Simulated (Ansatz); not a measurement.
Basis-set extrapolation for anisole, C7H8O (PBE0-D4/def2-TZVP geometry, frozen core, the Gaussian-basis code of Ansatz). Multiplicity 1, RHF reference.

```json
{"": "HF", "def2-TZVPP": "-344.714178", "def2-QZVPP": "-344.729116"}
{"": "MP2 correlation", "def2-TZVPP": "-1.352246", "def2-QZVPP": "-1.441881"}
{"": "CCSD(T) correlation", "def2-TZVPP": "-1.453343", "def2-QZVPP": "not run"}
```

Energies in hartree. Use E(X) = E(∞) + A·exp(−7.88·√X) for Hartree–Fock and E(X) = E(∞) + B·X^(−2.97) for correlation, with X = 3 and 4, and add CCSD(T) minus MP2 of the smaller set to the MP2 limit.

**Question.** What is the CCSD(T) energy at the basis-set limit?

**Answer.** HF limit: -344.729116 + (-0.014938) × 0.13774 = -344.73117. MP2 limit: -1.441881 + (-0.089635) × 0.74074 = -1.50828. Higher-order term: -1.453343 − (-1.352246) = -0.10110. Total: -346.34055 hartree, 4.71 eV below CCSD(T)/def2-TZVPP.
